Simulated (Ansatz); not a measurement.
Task: a rigid scan of one bond length of C3H3, SMILES C#C[CH2], with Ansatz 0.2.0, Python API. Give the script and its output. Level of theory (for the species named): PBE, def2-SVP basis, multiplicity 2.

| atom | x (Å) | y (Å) | z (Å) |
| --- | --- | --- | --- |
| C | -1.2221 | -0.6426 | -0.5728 |
| C | -0.2714 | -0.1308 | -0.1240 |
| C | 0.8816 | 0.4272 | 0.4070 |
| H | -2.0869 | -1.0040 | -0.9979 |
| H | 1.8319 | 0.4228 | -0.1753 |
| H | 0.9089 | 0.8634 | 1.4169 |

`run_scan.py`
```python
"""Stretching a bond of C3H3, the rest held rigid."""

import warnings

import ansatz
import numpy as np

GEOMETRY = """
C    -1.22210   -0.64260   -0.57280
C    -0.27140   -0.13080   -0.12400
C     0.88160    0.42720    0.40700
H    -2.08690   -1.00400   -0.99790
H     1.83190    0.42280   -0.17530
H     0.90890    0.86340    1.41690
"""


def main() -> None:
    warnings.simplefilter("ignore", ansatz.DeckWarning)

    system = ansatz.Crystal.molecule()
    for line in GEOMETRY.strip().splitlines():
        symbol, *xyz = line.split()
        system = system.atom(symbol, [float(v) for v in xyz])

    symbols = [site.symbol for site in system.cartesian_sites]
    start = np.array([site.position_ang for site in system.cartesian_sites])
    axis = (start[5] - start[2]) / np.linalg.norm(start[5] - start[2])
    moving = [5]
    lengths, energies = [0.968, 1.012, 1.056, 1.1, 1.144, 1.188, 1.232, 1.298], []
    for length in lengths:
        xyz = start.copy()
        xyz[moving] += (length - np.linalg.norm(start[5] - start[2])) * axis
        point = ansatz.Crystal.molecule()
        for symbol, place in zip(symbols, xyz):
            point = point.atom(symbol, place.tolist())
        job = point.calculation()
        job = job.basis(gaussian="def2-SVP")
        job = job.functional("pbe")
        job = job.spin("collinear", total=1)
        summary = job.run(threads=1, pin="off").report
        energies.append(summary["free_energy_ev"])
        print(f"r = {length:6.3f} A  E = {energies[-1]:.5f} eV  <S^2> = {abs(summary['mean_field']['state']['spin_squared']):.3f}")

    # quartic fit about the minimum
    fit = np.polynomial.Polynomial.fit(lengths, np.array(energies) - min(energies), 4).convert()
    roots = [r.real for r in fit.deriv().roots() if abs(r.imag) < 1e-9 and fit.deriv(2)(r.real) > 0]
    r_e = min(roots, key=lambda r: abs(r - lengths[int(np.argmin(energies))]))
    print(f"minimum of the fit at {r_e:.4f} A, force constant {fit.deriv(2)(r_e):.2f} eV/A^2")


if __name__ == "__main__":
    main()
```

Running `python run_scan.py` prints:
```text
r =  0.968 A  E = -3149.22050 eV  <S^2> = 0.759
r =  1.012 A  E = -3149.45034 eV  <S^2> = 0.759
r =  1.056 A  E = -3149.57206 eV  <S^2> = 0.759
r =  1.100 A  E = -3149.60910 eV  <S^2> = 0.760
r =  1.144 A  E = -3149.58023 eV  <S^2> = 0.760
r =  1.188 A  E = -3149.50046 eV  <S^2> = 0.760
r =  1.232 A  E = -3149.38180 eV  <S^2> = 0.760
r =  1.298 A  E = -3149.15134 eV  <S^2> = 0.760
minimum of the fit at 1.1007 A, force constant 33.92 eV/A^2
```

Caveats:
- Total energies depend on the basis set; only differences at equal settings carry meaning.
- The rest of the molecule is held rigid at a force-field or estimated start geometry, and the basis set is modest; single-reference methods fail as a bond breaks.
- The species is open-shell (spin multiplicity 2).
- It ran for 10 s on 1 thread of Arm Neoverse V1, on a shared host, peak memory 0.18 GiB.
